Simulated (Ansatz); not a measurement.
Two isomers of C3H3N: A = `C=CC#N`, B = `C=C=C=N`.

Program: Ansatz. Geometries: PBE0-D4/def2-TZVP. ΔE: electronic, gas phase. CBS: MP2 limit from def2 TZ/QZ plus the TZ coupled-cluster correction, frozen cores. Functionals use def2-TZVPP. B3LYP here is the variant with VWN-RPA as its local correlation; programs differ in this. One conformer a species, not always the lowest.

Which isomer does CCSD(T)/CBS put lower? Give the gap. (Estimate.)

The calculation gave: A, by 39.6 kcal/mol.

Give E(B) − E(A) in kcal/mol with ωB97M-V, PBE0-D4, PBE-D4, B3LYP-D4, MP2/def2-TZVPP, r2SCAN-D4, B2PLYP. (Best estimate.)

Ansatz gave: ωB97M-V 37.9, PBE0-D4 33.3, PBE-D4 29.4, B3LYP-D4 33.6, MP2/def2-TZVPP 42.7, r2SCAN-D4 31.6, B2PLYP 37.4. None reverses the order clearly.

Does the order hold for the free energy at 298.15 K (harmonic terms from PBE0-D4)? (Best estimate.)

Computed: Yes: G(B) − G(A) = +38.5 kcal/mol, for one conformer each.

Largest T1 diagnostic: 0.016.

At CCSD(T), def2-SVP lies +2.8 kcal/mol from the extrapolated value and def2-TZVPP +0.9 kcal/mol. From PBE to PBE0 (25 % exact exchange), in def2-TZVPP and without D4, E(B) − E(A) moves by +3.9 kcal/mol.
